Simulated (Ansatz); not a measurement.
# CSi2: the cost of one run

The runs use Ansatz 0.2.0, Gaussian basis; cc-pVTZ, core rule «outside noble gas», up to 11 orbitals frozen.

To be run: UHF; CCSD(T) on ROHF; CCSD(T) on UHF; BCCD(T) on ROHF; CCSDT(Q) on ROHF; CCSDT(Q) on UHF; CASSCF and NEVPT2, 12 electrons in 12 orbitals.

4 further runs of the same task are left out: 4 set aside as unsound or not needed.

## (1) The system

The geometry is a PBE0/def2-TZVP stationary point (not a proven minimum) of the parent state, kept for this charge and spin.

3 atoms, charge 0, spin multiplicity 5.

Atoms are counted from 1 here; the program's logs count them from 0.

Bond lengths: C1–Si2 1.825 Å, C1–Si3 1.757 Å, Si2–Si3 2.287 Å. Angles: Si2–C1–Si3 79.3°, C1–Si2–Si3 49.0°, C1–Si3–Si2 51.6°.

## (2) UHF

in.yaml

```yaml
crystal:
  periodic: [false, false, false]
  atoms:
    - {symbol: C, position_ang: [0.000000, -1.134324, -0.058627]}
    - {symbol: Si, position_ang: [0.000000, 0.227422, 1.155842]}
    - {symbol: Si, position_ang: [0.000000, 0.257669, -1.130771]}
basis:
  gaussian: {orbitals: cc-pVTZ}
magnetization: {spin_polarized: true, initial_magnetization: 4}
hamiltonian: {xc: hf}
output: {orbitals: {seedname: orbitals}}
```

On the command line:

```console
$ ansatz run in.yaml --threads 1 --pin off --events-out ev --progress --plain --max-ram 2816MiB --backend cpu
```

Q: Estimate wall time and peak memory on 1 thread of AMD EPYC 7R13, shared host.

About 11 s, with a peak of 0.29 GiB.
